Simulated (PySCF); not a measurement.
Cyclohexane, C6H12.
Bonds: C1–C2, C2–C3, C3–C4, C4–C5, C5–C6, C1–C6. Hydrogens: H7, H8 on C1; H9, H10 on C2; H11, H12 on C3; H13, H14 on C4; H15, H16 on C5; H17, H18 on C6.

Computed geometry: GFN2-xTB, gas phase.

Task: What internal coordinates does the optimisation give?

Result: 
```
                   bond  length (bohr)   order
 C1–C2 and 5 like bonds          2.883  single
C1–H7 and 11 like bonds          2.064  single
```

Bonds in one row agree within 0.02 bohr and their mean is given. Orders are formal, as drawn. A selection of angles:
```
   angle  degrees
C2–C1–C6    110.5
C2–C1–H7    109.3
H7–C1–H8    107.9
```

Dihedral angles: C6–C1–C2–C3 -58° (synclinal); C1–C2–C3–C4 58° (synclinal); C2–C3–C4–C5 -57° (synclinal); C3–C4–C5–C6 57° (synclinal); C4–C5–C6–C1 -57° (synclinal); C2–C1–C6–C5 58° (synclinal).

All internal angles of the 6-membered ring C1–C2–C3–C4–C5–C6 are 110.5° (sum 663°, against 720° for a flat polygon); it is puckered, 0.24 Å rms from its mean plane, widest ring torsion 58°. All 6 C–C bonds measure 1.526 Å.

Point group: D3d (tolerance 0.08 Å). No frequency check. One conformer, not necessarily the lowest.
